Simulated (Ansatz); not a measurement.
Job for Ansatz (a quantum-chemistry and plane-wave program): R-B3LYP/def2-TZVPPD on C5H10 (SMILES C1CCCC1). Files ending in .json are basis or fitting sets from the Basis Set Exchange.

Ansatz 0.2 input:
```yaml
crystal:
  periodic: [false, false, false]
  atoms:
    - {symbol: C, position_ang: [0.80129452, -1.01649651, -2.62854880]}
    - {symbol: H, position_ang: [0.85493652, -1.11649551, -3.71429980]}
    - {symbol: H, position_ang: [1.49278252, -1.73861351, -2.19656580]}
    - {symbol: C, position_ang: [1.11826752, 0.43050849, -2.21662380]}
    - {symbol: H, position_ang: [1.83952252, 0.89570049, -2.88583280]}
    - {symbol: H, position_ang: [1.55695052, 0.44538049, -1.21920180]}
    - {symbol: C, position_ang: [-0.24317848, 1.17124549, -2.21330880]}
    - {symbol: H, position_ang: [-0.25669748, 2.00641849, -2.91096280]}
    - {symbol: H, position_ang: [-0.44742348, 1.58255149, -1.22530180]}
    - {symbol: C, position_ang: [-1.29733348, 0.10936749, -2.57697680]}
    - {symbol: H, position_ang: [-1.47218048, 0.11079849, -3.65429080]}
    - {symbol: H, position_ang: [-2.25535348, 0.28359649, -2.08912780]}
    - {symbol: C, position_ang: [-0.64549948, -1.21451251, -2.17997880]}
    - {symbol: H, position_ang: [-1.12305848, -2.08207151, -2.63329280]}
    - {symbol: H, position_ang: [-0.68463848, -1.33972751, -1.09606580]}
basis:
  gaussian:
    orbitals: def2-TZVPPD.json
hamiltonian:
  xc: {name: B3LYP}
scf: {lower_state_search: off}
```

The head of its log:

```
WARN ansatz: RAYON_NUM_THREADS=4 ignored (pool sized by the plan → 4); use --threads N
Functional definition: B3LYP
these checks for a lower state are left out or cut short: stability, starts, cluster_reference, orbital_swaps, neighbouring_geometries, increment
integrals: 0.31 GiB planned
1460 factors; their error is unknown
mean field: 3.27 GiB planned
mean field evaluation 1: about -5336.4748 eV, gradient 7.7e1 eV
mean field evaluation 2: about -5315.5067 eV, gradient 1.2e2 eV
```

Give the final energy of this run.

-196.6345 hartree.
